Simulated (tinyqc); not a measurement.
Worked calculation: Pariser-Parr-Pople SCF with singles CI, for the molecule Oc1c[cH+]1 (SMILES; centres numbered as the heavy atoms are written). One step of it, computed by the program tinyqc.

Task: Iteration 3: orbitals and new P. Diagonalise F (the basis is taken as orthonormal) and form P = 2 sum c c over the lowest orbitals; 0.5 of the old P is kept.

F (eV), lower triangle:
```
            1O          2C          3C          4C
1O  -16.483207
2C   -3.266668  -11.065471
3C    0.339906   -4.082976  -10.892758
4C    0.339906   -4.082976   -4.033215  -10.892758
```

pi electrons, sum of z_r less the charge = 4

P after iteration 2, lower triangle:
```
           1O        2C        3C        4C
1O   1.900506
2C   0.325491  0.869897
3C  -0.169333  0.633328  0.614799
4C  -0.169333  0.633328  0.614799  0.614799
```

Give: orbital energies; P after iteration 3.

Result:

orbital energies (eV): -19.916  -16.491  -6.860  -6.068

P after iteration 3, lower triangle:
```
        1O     2C     3C     4C
1O   1.875
2C   0.382  0.797
3C  -0.189  0.619  0.664
4C  -0.189  0.619  0.664  0.664
```
